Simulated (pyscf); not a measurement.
Single points on ωB97X-D3(BJ)/def2-SVP structures (PySCF, gas phase).

### Question
Estimate by transition-state theory the rate constant of F–SiH₂–O–SiH₃ + NH₃ → H₂N–SiH₂–O–SiH₂–F + H₂ (singlet surface; H–Si, H–N broken, N–Si, H–H formed) at 600 K, with ωB97M-D3(BJ)/def2-TZVP energies (ideal gas, 1 atm, RRHO with modes under 100 cm⁻¹ raised to 100, one conformer, R ln 2 for chiral ones without a mode under 150 cm⁻¹; no tunnelling).

### Answer
The electronic barrier is 36.0 kcal/mol and the thermal terms add +22.8, so ΔG‡ = 58.9 kcal/mol. With k_BT/h = 1.25e+13 s⁻¹ and RT = 1.192 kcal/mol, and a volume of 8.18e-20 cm³ per molecule at 1 atm, k = 3.6e-28 cm³ molecule⁻¹ s⁻¹. Wigner's tunnelling factor for 1369i cm⁻¹ would be 1.45, likely too low at so high a frequency. A shift of 1 kcal/mol in the barrier changes k by a factor 2.3. On the reactant side the descent ends in a complex (not fully relaxed), 7.1 kcal/mol under the separated species and 43.0 kcal/mol under the saddle at ωB97X-D3(BJ)/def2-TZVP. At the saddle there is also a short H–Si contact that neither side keeps. This is the saddle that the search found; another between the same sides may lie lower.
